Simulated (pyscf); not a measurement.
vinyl (•HC=CH₂) → vinyl (•HC=CH₂) (hydrogen shift; doublet surface; C–H broken, C–H formed). Single points on ωB97X-D3(BJ)/def2-SVP structures (PySCF, gas phase). Correlated levels are frozen-core, on RHF or UHF. ΔMP2 is the change of the MP2 total energy from the triple- to the quadruple-zeta basis. Energies in kcal/mol from the reactant's lowest minimum found.

```csv
level,barrier,reaction energy
r²SCAN/def2-TZVP,50.1,0.0
B3LYP-D3(BJ)/def2-TZVP,50.5,0.0
PBE0-D3(BJ)/def2-TZVP,49.3,0.0
ωB97M-D3(BJ)/def2-TZVP,50.0,0.0
CCSD/def2-TZVPP,53.2,0.0
CCSD(T)/def2-TZVPP,51.2,0.0
CCSD(T)/def2-TZVPP + ΔMP2(QZVPP),50.5,0.0
```

This is the saddle that the search found; another between the same sides may lie lower. The CCSD(T) − MP2 part came from Ansatz, without density fitting, on the same reference. A UHF reference is spin-contaminated (<S²> up to 0.96), which harms MP2 most.
